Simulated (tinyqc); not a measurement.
Inside a calculation. Method: CIS on RHF in the sto-6g basis, frozen core, for H2O, spin multiplicity 1. One step of it, computed by the program tinyqc.

Problem. Integrals over molecular orbitals. (pq|rs) = sum C_ip C_jq C_kr C_ls (ij|kl), one index at a time.

coefficients C, order 1O 1s, 1O 2s, 1O 2px, 1O 2py, 1O 2pz, 2H 1s, 3H 1s:
$$\begin{pmatrix}
0.996857 & -0.228117 & 0.000000 & 0.084495 & 0.000000 & -0.102117 & 0.000000 \\
0.014204 & 0.892774 & 0.000000 & -0.465117 & 0.000000 & 0.659951 & 0.000000 \\
0.000000 & 0.000000 & 0.000000 & 0.000000 & 1.000000 & 0.000000 & 0.000000 \\
0.000000 & 0.000000 & 0.605656 & 0.000000 & 0.000000 & 0.000000 & 0.919529 \\
0.002298 & 0.081262 & 0.000000 & 0.755149 & 0.000000 & 0.723961 & 0.000000 \\
-0.002773 & 0.138815 & 0.450845 & 0.330760 & 0.000000 & -0.709576 & -0.724659 \\
-0.002773 & 0.138815 & -0.450845 & 0.330760 & 0.000000 & -0.709576 & 0.724659
\end{pmatrix}$$

core Hamiltonian H = T + V (hartree), order 1O 1s, 1O 2s, 1O 2px, 1O 2py, 1O 2pz, 2H 1s, 3H 1s:
$$\begin{pmatrix}
-32.883713 & -7.267493 & 0.000000 & 0.000000 & -0.014506 & -1.231482 & -1.231482 \\
-7.267493 & -9.105398 & 0.000000 & 0.000000 & -0.167966 & -2.849629 & -2.849629 \\
0.000000 & 0.000000 & -7.357578 & 0.000000 & 0.000000 & 0.000000 & 0.000000 \\
0.000000 & 0.000000 & 0.000000 & -7.471392 & 0.000000 & -1.679746 & 1.679746 \\
-0.014506 & -0.167966 & 0.000000 & 0.000000 & -7.419937 & -1.287010 & -1.287010 \\
-1.231482 & -2.849629 & 0.000000 & -1.679746 & -1.287010 & -4.502136 & -0.989746 \\
-1.231482 & -2.849629 & 0.000000 & 1.679746 & -1.287010 & -0.989746 & -4.502136
\end{pmatrix}$$

Two-electron integrals (ij|kl) in chemists' order, unique and non-zero (hartree):
```
(11|11) 4.787491    (21|11) 0.675884    (21|21) 0.121505    (22|11) 1.117379
(22|21) 0.249212    (22|22) 0.817383    (31|31) 0.025762    (32|31) 0.039145
(32|32) 0.180664    (33|11) 1.117381    (33|21) 0.249212    (33|22) 0.817382
(33|33) 0.880663    (41|41) 0.025762    (42|41) 0.039145    (42|42) 0.180664
(43|43) 0.047461    (44|11) 1.117381    (44|21) 0.249212    (44|22) 0.817382
(44|33) 0.785741    (44|44) 0.880663    (51|51) 0.025762    (52|51) 0.039145
(52|52) 0.180664    (53|53) 0.047461    (54|54) 0.047461    (55|11) 1.117381
(55|21) 0.249212    (55|22) 0.817382    (55|33) 0.785741    (55|44) 0.785741
(55|55) 0.880663    (61|11) 0.121115    (61|21) 0.020879    (61|22) 0.041918
(61|33) 0.041829    (61|41) 0.000823    (61|42) 0.001612    (61|44) 0.042002
(61|51) 0.000609    (61|52) 0.001193    (61|54) 0.000128    (61|55) 0.041924
(61|61) 0.003657    (62|11) 0.307668    (62|21) 0.069645    (62|22) 0.254594
(62|33) 0.250279    (62|41) 0.004497    (62|42) 0.033839    (62|44) 0.258642
(62|51) 0.003329    (62|52) 0.025048    (62|54) 0.006190    (62|55) 0.254861
(62|61) 0.012045    (62|62) 0.100660    (63|31) 0.007561    (63|32) 0.043145
(63|43) 0.006907    (63|53) 0.005112    (63|63) 0.013864    (64|11) 0.183682
(64|21) 0.042152    (64|22) 0.164308    (64|33) 0.157022    (64|41) 0.009911
(64|42) 0.063511    (64|44) 0.176033    (64|51) 0.001739    (64|52) 0.015075
(64|54) 0.008959    (64|55) 0.159870    (64|61) 0.007606    (64|62) 0.078960
(64|64) 0.075061    (65|11) 0.135962    (65|21) 0.031201    (65|22) 0.121621
(65|33) 0.116228    (65|41) 0.001739    (65|42) 0.015075    (65|44) 0.120075
(65|51) 0.008849    (65|52) 0.054304    (65|54) 0.009754    (65|55) 0.128561
(65|61) 0.005630    (65|62) 0.058446    (65|64) 0.045298    (65|65) 0.047394
(66|11) 0.466530    (66|21) 0.107569    (66|22) 0.451042    (66|33) 0.433527
(66|41) 0.008595    (66|42) 0.089624    (66|44) 0.467473    (66|51) 0.006362
(66|52) 0.066340    (66|54) 0.025127    (66|55) 0.452126    (66|61) 0.018769
(66|62) 0.231252    (66|64) 0.206779    (66|65) 0.153058    (66|66) 0.774999
(71|11) 0.121115    (71|21) 0.020879    (71|22) 0.041918    (71|33) 0.041829
(71|41) -0.000823   (71|42) -0.001612   (71|44) 0.042002    (71|51) 0.000609
(71|52) 0.001193    (71|54) -0.000128   (71|55) 0.041924    (71|61) 0.003600
(71|62) 0.011623    (71|64) 0.006717    (71|65) 0.005436    (71|66) 0.017909
(71|71) 0.003657    (72|11) 0.307668    (72|21) 0.069645    (72|22) 0.254594
(72|33) 0.250279    (72|41) -0.004497   (72|42) -0.033839   (72|44) 0.258642
(72|51) 0.003329    (72|52) 0.025048    (72|54) -0.006190   (72|55) 0.254861
(72|61) 0.011623    (72|62) 0.079630    (72|64) 0.043497    (72|65) 0.044923
(72|66) 0.147006    (72|71) 0.012045    (72|72) 0.100660    (73|31) 0.007561
(73|32) 0.043145    (73|43) -0.006907   (73|53) 0.005112    (73|63) 0.010556
(73|73) 0.013864    (74|11) -0.183682   (74|21) -0.042152   (74|22) -0.164308
(74|33) -0.157022   (74|41) 0.009911    (74|42) 0.063511    (74|44) -0.176033
(74|51) -0.001739   (74|52) -0.015075   (74|54) 0.008959    (74|55) -0.159870
(74|61) -0.006717   (74|62) -0.043497   (74|64) -0.013817   (74|65) -0.024045
(74|66) -0.073221   (74|71) -0.007606   (74|72) -0.078960   (74|74) 0.075061
(75|11) 0.135962    (75|21) 0.031201    (75|22) 0.121621    (75|33) 0.116228
(75|41) -0.001739   (75|42) -0.015075   (75|44) 0.120075    (75|51) 0.008849
(75|52) 0.054304    (75|54) -0.009754   (75|55) 0.128561    (75|61) 0.005436
(75|62) 0.044923    (75|64) 0.024045    (75|65) 0.035466    (75|66) 0.090239
(75|71) 0.005630    (75|72) 0.058446    (75|74) -0.045298   (75|75) 0.047394
(76|11) 0.097943    (76|21) 0.022398    (76|22) 0.088744    (76|33) 0.086750
(76|44) 0.088504    (76|51) 0.001686    (76|52) 0.015050    (76|55) 0.090977
(76|61) 0.003828    (76|62) 0.034676    (76|64) 0.023641    (76|65) 0.022657
(76|66) 0.082762    (76|71) 0.003828    (76|72) 0.034676    (76|74) -0.023641
(76|75) 0.022657    (76|76) 0.014969    (77|11) 0.466530    (77|21) 0.107569
(77|22) 0.451042    (77|33) 0.433527    (77|41) -0.008595   (77|42) -0.089624
(77|44) 0.467473    (77|51) 0.006362    (77|52) 0.066340    (77|54) -0.025127
(77|55) 0.452126    (77|61) 0.017909    (77|62) 0.147006    (77|64) 0.073221
(77|65) 0.090239    (77|66) 0.294088    (77|71) 0.018769    (77|72) 0.231252
(77|74) -0.206779   (77|75) 0.153058    (77|76) 0.082762    (77|77) 0.774999
```

Give: one-electron integrals over orbitals h = C^T H C; Two-electron integrals over orbitals.

Solution.

one-electron integrals over orbitals h = C^T H C (hartree):
$$\begin{pmatrix}
-32.871 & 0.579 & 0.000 & -0.206 & 0.000 & 0.264 & 0.000 \\
0.579 & -7.608 & 0.000 & 0.534 & 0.000 & -1.230 & 0.000 \\
0.000 & 0.000 & -6.003 & 0.000 & 0.000 & 0.000 & -1.784 \\
-0.206 & 0.534 & 0.000 & -6.620 & 0.000 & -1.309 & 0.000 \\
0.000 & 0.000 & 0.000 & 0.000 & -7.358 & 0.000 & 0.000 \\
0.264 & -1.230 & 0.000 & -1.309 & 0.000 & -5.281 & 0.000 \\
0.000 & 0.000 & -1.784 & 0.000 & 0.000 & 0.000 & -5.529
\end{pmatrix}$$

Two-electron integrals over orbitals (pq|rs), unique and non-zero (hartree); the lowest 1 orbital is frozen and left out:
```
(22|22) 0.727       (32|32) 0.130       (33|22) 0.614       (33|33) 0.592
(42|22) -0.025      (42|33) 3.55e-03    (42|42) 0.131       (43|32) 0.028
(43|43) 0.056       (44|22) 0.665       (44|33) 0.566       (44|42) -0.095
(44|44) 0.708       (52|52) 0.151       (53|53) 0.026       (54|52) -0.043
(54|54) 0.048       (55|22) 0.757       (55|33) 0.601       (55|42) -0.079
(55|44) 0.694       (55|55) 0.881       (62|22) 0.132       (62|33) 0.065
(62|42) 0.033       (62|44) 0.066       (62|55) 0.142       (62|62) 0.095
(63|32) -0.039      (63|43) -0.039      (63|63) 0.077       (64|22) 0.128
(64|33) 0.048       (64|42) -0.046      (64|44) 0.132       (64|55) 0.148
(64|62) 0.061       (64|64) 0.096       (65|52) 0.051       (65|54) 0.006
(65|65) 0.034       (66|22) 0.590       (66|33) 0.547       (66|42) 0.049
(66|44) 0.542       (66|55) 0.574       (66|62) 0.091       (66|64) 0.051
(66|66) 0.579       (72|32) 0.056       (72|43) -0.029      (72|63) 0.029
(72|72) 0.069       (73|22) 0.167       (73|33) 0.089       (73|42) -0.076
(73|44) 0.145       (73|55) 0.203       (73|62) 0.069       (73|64) 0.100
(73|66) 0.044       (73|73) 0.159       (74|32) -0.071      (74|43) -0.013
(74|63) 0.055       (74|72) -0.017      (74|74) 0.070       (75|53) 0.024
(75|75) 0.025       (76|32) 0.087       (76|43) 0.063       (76|63) -0.069
(76|72) -2.87e-03   (76|74) -0.061      (76|76) 0.115       (77|22) 0.610
(77|33) 0.582       (77|42) -0.019      (77|44) 0.580       (77|55) 0.610
(77|62) 0.062       (77|64) 0.051       (77|66) 0.549       (77|73) 0.097
(77|77) 0.597
```
